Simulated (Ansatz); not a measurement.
Zinc-blende MgS (metastable phase) was calculated with rVV10 (Ansatz, a program for electronic structure, plane waves, PAW).

Numerical settings: plane-wave cutoff 520 eV, 10×10×10 k mesh, Fermi–Dirac smearing 0.01 eV, scalar-relativistic PAW data made under PBE.

Pressure at four volumes; x = ln(V/22.955 Å³). One pressure is withheld.

```json
[
 {"V (Å³/atom)": "21.577", "x": "-0.0619", "P (GPa)": "?"},
 {"V (Å³/atom)": "22.036", "x": "-0.0409", "P (GPa)": "2.52"},
 {"V (Å³/atom)": "22.955", "x": "0.0000", "P (GPa)": "0.00"},
 {"V (Å³/atom)": "24.332", "x": "0.0583", "P (GPa)": "-2.93"}
]
```

Problem. Pass a parabola P(x) through the three rows shown, estimate the bulk modulus and its pressure derivative near zero pressure, and predict the withheld pressure.

Solution. Slopes between the rows: (0.00 − (2.52))/(0.0000 − (-0.0409)) = -61.61 and (-2.93 − (0.00))/(0.0583 − (0.0000)) = -50.26 GPa. Their difference over the span 0.0992 is c = 11.35/0.0992 = 114.4 GPa, so P(x) = 2.52 + (-61.61)(x − (-0.0409)) + 114.4 (x − (-0.0409))(x − (0.0000)). At the middle row B = −dP/dx = −[-61.61 + 114.4 × 0.0409] = 56.9 GPa, and B′ = dB/dP = 2c/B = 4.0. At x = -0.0619 the parabola gives 3.96 GPa; the run gives 3.99 GPa. The Birch–Murnaghan fit to the energies at all volumes has B0 = 56.7 GPa and B′ = 4.1.
